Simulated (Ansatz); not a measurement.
Correlation energies of C4H6O, SMILES `C#CCOC` by basis set

```csv
atom,x (Å),y (Å),z (Å)
C1,0.714,-2.407,-1.432
C2,0.466,-1.510,-0.677
C3,0.175,-0.441,0.263
O4,-0.276,0.700,-0.419
C5,-0.566,1.747,0.466
H6,0.932,-3.201,-2.107
H7,-0.586,-0.787,0.981
H8,1.082,-0.211,0.844
H9,-1.358,1.469,1.176
H10,-0.907,2.592,-0.132
H11,0.323,2.050,1.038
```

Charge 0, multiplicity 1. Geometry: relaxed with PBE0-D4/def2-TZVP. It is one conformer, not always the lowest. Frozen core, restricted reference, the Gaussian-basis code of Ansatz. CBS rows extrapolate triple and quadruple zeta; past MP2 they add the triple-zeta difference.

```
     basis     HF (Eh)  MP2 corr.
  def2-SVP  -229.56198   -0.71292
def2-TZVPP  -229.82836   -0.88071
def2-QZVPP  -229.83881   -0.94098
```

Estimate the CCSD correlation energy and the (T) correction in each basis where they were run (hartree).


```json
{"basis": "def2-SVP", "CCSD corr.": "-0.75731", "(T)": "-0.02493"}
{"basis": "def2-TZVPP", "CCSD corr.": "-0.91233", "(T)": "-0.03975"}
{"basis": "CBS(def2)", "CCSD corr.": "-1.01723", "(T)": "as TZ"}
```
